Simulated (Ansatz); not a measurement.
Worked example: correlation energy of PH$_{2}$⁺, triplet

Geometry: displaced at random from a stationary point.

```xyz
3

P    -0.0014   -0.0426    0.0020
H    -0.0022    0.6255   -1.2489
H     0.0457    0.6848    1.1879
```

Basis cc-pVTZ; Ansatz 0.2.0. Only valence electrons are correlated (noble-gas cores frozen), which leaves 6 electrons in 57 orbitals. R marks a restricted (for open shells ROHF) determinant, U an unrestricted one.

Full CI isn't at hand for all of this; UCCSDT(Q) serves as the reference, and is uncertain by about the last step of the cluster series.

Runs differ by some tens of microhartree through their thresholds and, for an open shell, their frozen cores, so steps under 0.03 kcal/mol mean nothing.

```csv
level,total energy (hartree)
UHF,-341.543513
UMP2,-341.644373
UCCSD,-341.667603
UCCSD(T),-341.671238
UCCSDT,-341.672059
UCCSDT(Q),-341.672140
```

Problem. What is the correlation energy at UCCSDT(Q), and what share of it do UMP2 and UCCSDT recover?

Solution. E(corr) = -341.672140 − (-341.543513) = -0.128627 hartree = -3.500 eV. UMP2: -0.100860 / -0.128627 = 78.41 %. UCCSDT: -0.128546 / -0.128627 = 99.94 %.

Problem. By how many kcal/mol does UCCSD(T) miss UCCSDT(Q) (1 hartree = 627.509 kcal/mol), and which steps make up the rest?

Solution. -341.671238 − (-341.672140) = 0.000902 hartree = 0.57 kcal/mol. Steps: UCCSDT − UCCSD(T) = -0.52, UCCSDT(Q) − UCCSDT = -0.05 kcal/mol. That is within 1 kcal/mol of the reference in this basis, which itself misses far more of the correlation at the basis-set limit.
